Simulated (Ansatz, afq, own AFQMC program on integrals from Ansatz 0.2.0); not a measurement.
# CHN, singlet in cc-pVDZ, levels against CCSDT(Q)

```json
{"atom": "N", "x (Å)": "0.0000", "y (Å)": "0.0000", "z (Å)": "1.1200"}
{"atom": "C", "x (Å)": "0.0000", "y (Å)": "0.0000", "z (Å)": "-0.0256"}
{"atom": "H", "x (Å)": "0.0000", "y (Å)": "0.0000", "z (Å)": "-1.0944"}
```

Connectivity, by distances: N–CH.

Basis cc-pVDZ. Only valence electrons are correlated. Ansatz 0.2.0 and our own AFQMC program on the same integrals; the CISD trial comes from CCSD amplitudes, and released means the phaseless constraint is let go. Error bars are statistical, one sigma.

Determinant: RHF, the one that the program's search chose, which needn't be the lowest solution. The geometry is a point of a scan.

No full CI on the walks' own integrals is used here; CCSDT(Q) serves as the reference and is uncertain by about the last step of the cluster series.

The T1 diagnostic is 0.0135. The weight of the determinant in the CISD state is 0.890 and the size of the correlated space is 10 electrons in 31 orbitals.

Reference: CCSDT(Q), correlation energy -8.305 eV. The released energy is read at 2.40 1/Eh (meV from the phaseless value at times in 1/Eh: 21 ± 18 at 0.24, 27 ± 14 at 0.51, 13 ± 13 at 0.99, 39 ± 16 at 1.62, 35 ± 19 at 2.40).

```csv
level,E − E(reference) (mEh),share of correlation (%)
HF,305.20,0.00
MP2,22.67,92.57
CCSD,13.25,95.66
CCSD(T),1.60,99.48
CCSDT,1.38,99.55
ph-AFQMC/CISD,-1.16 ± 0.84,100.38
released AFQMC,0.14 ± 0.69,99.95
```

A walk keeps the symmetry of its determinant, which the program's search chose and which needn't be the lowest solution, so a lower state of the same spin and another symmetry isn't excluded. Released energies are given only where the last usable release times agree within the noise; a slower fall can still hide under it.
